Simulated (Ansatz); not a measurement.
`O=COCCO`. Charge 0, multiplicity 1.

```xyz
12

O    -0.4660    2.4560   -1.0549
C    -0.4848    1.3679   -1.5480
O    -0.1762    0.2289   -0.9305
C     0.1936    0.3441    0.4529
C     0.5285   -1.0431    0.9306
O    -0.5769   -1.9106    0.8882
H    -0.7587    1.1530   -2.5913
H    -0.6468    0.7642    1.0099
H     1.0482    1.0191    0.5455
H     1.3712   -1.4384    0.3469
H     0.8455   -0.9851    1.9744
H    -0.8776   -1.9562   -0.0239
```

**Question.** List the harmonic frequencies (cm⁻¹, unscaled) at PBE0-D4/def2-TZVP in Ansatz. (Estimate.)

**Answer.** The calculation gave: 45, 132, 227, 283, 356, 374, 505, 796, 842, 921, 1030, 1049, 1108, 1135, 1234, 1238, 1272, 1381, 1393, 1399, 1432, 1486, 1490, 1835, 3017, 3051, 3073, 3109, 3129, 3854.

**Question.** Is this a minimum?

**Answer.** Yes, all 30 modes are real.

**Question.** Give the ideal-gas thermochemistry at 298.15 K and 1 bar (rigid rotor, harmonic oscillator; point group C1, symmetry number 1).

**Answer.** Zero-point energy 252.4 kJ/mol; H(298) − E = 272.2 kJ/mol; entropy 340.0 J/(mol·K), of which translation 165.0, rotation 111.4, vibration 63.6; G(298) − E = 170.9 kJ/mol. Modes under 100 cm⁻¹ are hindered rotations or soft bends, so the harmonic entropy is rough.

**Question.** Rotational constants (cm⁻¹)?

**Answer.** 0.3839, 0.06037, 0.05615.
